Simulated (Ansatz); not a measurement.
Polycrystal shear modulus (GPa) of solids drawn from the class of elemental solids other than molecular ones, at two levels: LDA in Ansatz (PAW), and PBEsol in Ansatz (plane waves, PAW).

```tsv
solid	LDA	PBEsol	shift (%)
hcp Lu	37.9	35.5	-6.3
hcp Ti	42.5	47.2	+11.1
hcp Tc	161	155	-3.7
hcp Ru	226	217	-4.0
hcp Os	290	284	-2.1
hcp Zn	57.1	52.2	-8.6
fcc Au	28.1	27.4	-2.5
```

The shifts run from -8.6 % to +11.1 %, with a median of -3.7 %.

Over all 7 rows PBEsol is the larger in 1.

Ansatz's runs of these crystals have no spin polarisation.

Spin–orbit coupling is left out, also for the solids with elements from indium on (hcp Lu, hcp Os, fcc Au); its size isn't shown.

Each level is taken at its own relaxed cell. Ansatz's density-functional and Hartree–Fock values are scalar-relativistic unless marked +SOC, with PAW data made under PBE.

Ansatz is an electronic-structure program.
